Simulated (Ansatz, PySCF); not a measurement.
Reaction: NO (SMILES [N]=O, doublet) → NO+ (parent SMILES [N]=O, singlet) + e-
Each species at its own B3LYP-D3(BJ)/def2-TZVP minimum (Ansatz, a first-principles code).

Total energies in hartree (Ansatz). Open shells are spin-unrestricted; no spin-orbit coupling. Correlated methods leave the cores frozen. No relativity. The UHF reference of NO ([N]=O, doublet) is spin-contaminated (<S^2> up to 0.04 over the pure value in the sets run).

```tsv
species	HF/cc-pVTZ	CCSD(T)/cc-pVTZ	HF/cc-pVQZ	CCSD(T)/cc-pVQZ	CCSDT(Q)/cc-pVQZ
1: NO (SMILES [N]=O, doublet)	-129.29743	-129.71669	-129.30715	-129.75435	-129.75612
2: NO+ (parent SMILES [N]=O, singlet)	-128.96674	-129.38331	-128.97690	-129.41796	-129.41959
```

Task: Work out the adiabatic ionisation energy (0 K, zero-point energies from PySCF's Hessians at B3LYP-D3(BJ)/def2-TZVP) in eV: take Hartree-Fock from cc-pVQZ, extrapolate the CCSD(T) correlation energy as X^-3 (X = 3, 4), and add CCSDT(Q) - CCSD(T) in cc-pVQZ. The further terms named in the bracket sum to +0.00116 hartree. 1 hartree = 27.211 eV.

Result: 
Species 1: correlation (64·(-0.44720) - 27·(-0.41926))/37 = -0.46759; step -0.00177; E1 = -129.30715 + (-0.46759) + (-0.00177) = -129.77651
Species 2: correlation (64·(-0.44106) - 27·(-0.41657))/37 = -0.45893; step -0.00163; E2 = -128.97690 + (-0.45893) + (-0.00163) = -129.43746
-1·E1 +1·E2 +0.00116 = 0.34021 hartree = 9.26 eV. Measured: 9.26 eV (CCCBDB table in ASE). The composite differs from it by -0.00 eV; core, relativistic and spin-orbit terms are not in it.
